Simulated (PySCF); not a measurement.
**Vibration and rotation of NaB⁺**

UHF-CCSD(T) constants of NaB⁺, ²Σ⁺ (doublet), unpaired electrons σ ↑ (basis Na pcseg-2, B pcseg-2; no relativity; PySCF 2.14; masses 22.9898 and 11.0093 u):

- ωe: 219.7 cm⁻¹
- ωexe: 2.59 cm⁻¹
- Be: 0.27722 cm⁻¹
- αe: 0.00455 cm⁻¹
- De to Na⁺ + B: 0.55 eV

Question: What force constant and bond length do these constants imply?

Answer: Reduced mass μred = 7.4444 u; k = 5.8918×10⁻⁷·μred·ωe² (u, cm⁻¹, mdyn/Å) = 0.212 mdyn/Å; Re = √(16.8576/(μred·Be)) (u, cm⁻¹, Å) = 2.858 Å.

Question: Estimate the centrifugal constant D from the Kratzer relation and find the Dunham coefficient a1.

Answer: D = 4Be³/ωe² = 1.77e-06 cm⁻¹; a1 = −1 − αeωe/(6Be²) = -3.17.

Correlated steps freeze 2 core orbitals. For an ion De counts to the pair picked by the measured ionisation energies or electron affinities, which need not be the lowest pair at this level. The state is the lowest determinant that a PBE0 search found; another state may lie lower at other levels.
